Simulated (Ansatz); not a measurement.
Molecule: C₃H₆Cl, charge 0, multiplicity 2. It need not be the lowest isomer of its formula. 
Coordinates optimised at B3LYP-D3(BJ)/def2-TZVP (Ansatz, an electronic-structure program):
```xyz
10

C      0.8375     0.0948    -0.9645
C      2.0632    -0.1483    -0.1666
C     -0.3076     0.7979    -0.4131
H      0.6934    -0.4640    -1.8815
H      1.9495    -1.0454     0.4586
Cl    -1.3141    -0.3565     0.6987
H      2.9338    -0.3133    -0.8035
H      2.2746     0.6823     0.5111
H     -0.0420     1.6109     0.2571
H     -1.0281     1.1238    -1.1554
```
Charge 0, spin multiplicity 2.

Total electronic energies in hartree. Valence correlation only, unless marked. Open shells are spin-unrestricted. Spin-orbit coupling is left out. No relativistic terms. Basis-set limits of correlation are two-point, X^-3; Hartree-Fock from the larger set. The bracket is a focal-point correction in the basis named.

```json
[
 {"level": "HF/STO-3G", "program": "Ansatz", "energy (Eh)": "-570.24665"},
 {"level": "RI-HF/aug-cc-pV(T+d)Z", "program": "Ansatz", "energy (Eh)": "-576.62068"},
 {"level": "SVWN5/def2-TZVPD", "program": "Ansatz", "energy (Eh)": "…"},
 {"level": "BLYP-D4/def2-TZVPD", "program": "Ansatz + dftd4", "energy (Eh)": "…"},
 {"level": "r2SCAN/def2-TZVPD", "program": "Ansatz", "energy (Eh)": "-578.03165"},
 {"level": "r2SCAN-D4/def2-TZVPD", "program": "Ansatz + dftd4", "energy (Eh)": "-578.03326"},
 {"level": "PBE0-D3(BJ)/def2-TZVPD", "program": "Ansatz + dftd3", "energy (Eh)": "-577.84224"},
 {"level": "PBE0-D4/def2-TZVPD", "program": "Ansatz + dftd4", "energy (Eh)": "-577.84160"},
 {"level": "PBE0/def2-TZVP", "program": "Ansatz", "energy (Eh)": "-577.83482"},
 {"level": "r2SCAN0-D4/def2-TZVPD", "program": "Ansatz + dftd4", "energy (Eh)": "-578.02050"},
 {"level": "LC-wPBE/def2-TZVPD", "program": "Ansatz", "energy (Eh)": "-577.93356"},
 {"level": "B2GP-PLYP-D3(BJ)/def2-TZVPD", "program": "Ansatz + dftd3", "energy (Eh)": "…"},
 {"level": "MP2/6-31G*", "program": "Ansatz", "energy (Eh)": "-577.03468"},
 {"level": "CCSD(T)/6-31G*", "program": "Ansatz", "energy (Eh)": "-577.10269"},
 {"level": "RI-MP2/CBS(cc-pV(T+d)Z,cc-pV(Q+d)Z)+[CCSD(T)-MP2]/cc-pV(D+d)Z", "program": "Ansatz", "energy (Eh)": "-577.4746"}
]
```

Fill in the missing entries.


- SVWN5/def2-TZVPD, energy (Eh): -575.52741
- BLYP-D4/def2-TZVPD, energy (Eh): -578.07957
- B2GP-PLYP-D3(BJ)/def2-TZVPD, energy (Eh): -577.81553
